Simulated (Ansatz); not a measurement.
One change: `N/C=C(/F)S` becomes `CO/C(S)=C/N`.

Ansatz, PBE0-D4/def2-TZVP geometries, multiplicity 1. Each molecule was computed in one conformer, which needn't be the lowest.

```tsv
property	`N/C=C(/F)S`
HOMO–LUMO gap (PBE/def2-TZVPP) / eV	4.05
HOMO–LUMO gap (B3LYP/def2-TZVPP) / eV	5.72
LUMO energy (PBE/def2-TZVPP) / eV	-0.92
size of the dipole moment (PBE/def2-TZVPP) / D	2.54
HOMO energy (B3LYP/def2-TZVPP) / eV	-5.97
HOMO–LUMO gap (ωB97M-V/def2-TZVPP) / eV	10.30
```

Task: Give the same properties after the change, and the shifts. (An estimate is asked.)

Result: Computed: 
| property | `CO/C(S)=C/N` | shift |
| --- | --- | --- |
| HOMO–LUMO gap (PBE/def2-TZVPP) / eV | 4.02 | -0.03 |
| HOMO–LUMO gap (B3LYP/def2-TZVPP) / eV | 5.64 | -0.08 |
| LUMO energy (PBE/def2-TZVPP) / eV | -0.65 | 0.27 |
| size of the dipole moment (PBE/def2-TZVPP) / D | 1.63 | -0.91 |
| HOMO energy (B3LYP/def2-TZVPP) / eV | -5.62 | 0.35 |
| HOMO–LUMO gap (ωB97M-V/def2-TZVPP) / eV | 10.15 | -0.15 |

With PBE0 the HOMO rises by 0.35 eV and the LUMO rises by 0.28 eV, so the gap narrows by about 0.07 eV. PBE moves the HOMO by 0.29 eV and ωB97M-V by 0.37 eV. Dipoles are sizes alone; their direction can turn.

B3LYP here is the variant with VWN-RPA as its local correlation; programs differ in this.
